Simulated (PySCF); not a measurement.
**LiSi: from constants to spectrum**

PBE0 constants of LiSi, ⁴Σ⁻ (quartet), unpaired electrons σ ↑, π ↑↑ (basis Li def2-TZVP, Si def2-TZVP; no relativity; PySCF 2.14; masses 7.0160 and 27.9769 u):

```
ωe            : 454.9 cm⁻¹
ωexe          : 3.45 cm⁻¹
Be            : 0.54008 cm⁻¹
αe            : 0.00616 cm⁻¹
De to Li + Si : 1.77 eV
```

Problem. What force constant and bond length do these constants imply?

Solution. Reduced mass μred = 5.6093 u; k = 5.8918×10⁻⁷·μred·ωe² (u, cm⁻¹, mdyn/Å) = 0.684 mdyn/Å; Re = √(16.8576/(μred·Be)) (u, cm⁻¹, Å) = 2.359 Å.

Problem. Estimate the centrifugal constant D from the Kratzer relation and find the Dunham coefficient a1.

Solution. D = 4Be³/ωe² = 3.05e-06 cm⁻¹; a1 = −1 − αeωe/(6Be²) = -2.60.

The state was picked by a PBE0 search and need not be the measured ground state.
